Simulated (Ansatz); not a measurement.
# Band gap of some layered and molecular crystals

Method: LDA+SOC (Ansatz, a first-principles code; the runs differ in potentials, basis or settings). References are measured values at room or unstated temperature, uncorrected unless marked, so that the deviations hold thermal and zero-point effects besides the level's error.

Values in eV.

| solid | reference | LDA+SOC | deviation (eV) |
|---|---|---|---|
| 2H MoSe2 | 1.09 | 0.76 | -0.33 |
| 1T (CdI2-type) PbI2 | 2.4 | 1.28 | -1.12 |
| 2H WS2 | 1.35 | 0.85 | -0.50 |
| 1T (CdI2-type) SnSe2 | 0.98 | 0.33 | -0.65 |
| 2H WSe2 | 1.2 | 0.82 | -0.38 |
| black phosphorus | 0.35 | 0.00 | -0.35 |
| 1T (CdI2-type) SnS2 | 2.18 | 1.19 | -0.99 |
| tetradymite Bi2Se3 | 0.3 | 0.24 | -0.06 |
| trigonal Te | 0.33 | 0.00 | -0.33 |
| litharge SnO | 0.7 | 0.13 | -0.57 |

Over these 10 solids the mean deviation is -0.53 eV, the mean absolute deviation 0.53 eV (median 0.44 eV), and the worst case 1T (CdI2-type) PbI2 at -1.12 eV; the value is too low in 10 of 10 cases.

Differences are worked out from the printed values.

Semilocal Kohn–Sham gaps run low as a rule, and all computed gaps are for a static lattice, while measured ones hold electron–phonon shifts unless said otherwise.

Cells: LDA+SOC at the measured cell for 6 of them, at the measured cell (atoms relaxed with PBEsol) for 4 of them. Caveats: for solids of elements lighter than gallium the value without spin–orbit coupling stands in (black phosphorus). Ansatz's density-functional and Hartree–Fock values are scalar-relativistic unless marked +SOC, with PAW data made under PBE.

A closed gap counts as zero, however far the bands overlap: LDA+SOC: black phosphorus, trigonal Te.

Not in this set, of the layered and molecular crystals with a reference value in our tables and a result at some level: 9 for no value at LDA+SOC (not run, a failed fit, an unstable or unbound cell, or a value held back for tests); 6 for a reference of another kind, counted apart; 3 for a doubt noted on the run at LDA+SOC; 2 for sources at odds; 1 for a run that failed a test (LDA+SOC); 1 for a measured value of zero; 1 for a reference that its source doubts or gives as a wide range. These can be a level's best or worst cases. At least 7 more with a reference value are held back for tests. Solids without a released value at any level aren't counted. Without +SOC, gaps count where the solid holds none of Ge, As, Se, Br, Sn, Sb, Te, I or the elements past barium, or holds Ge, As, Se or Br with a gap over 4 eV.

References as tabulated in Bastos et al. (2019), arXiv:1903.08112; Gonzalez and Oleynik (2016), arXiv:1609.04381; Wikipedia's data pages; Das et al. (2018), arXiv:1807.05623 and others.
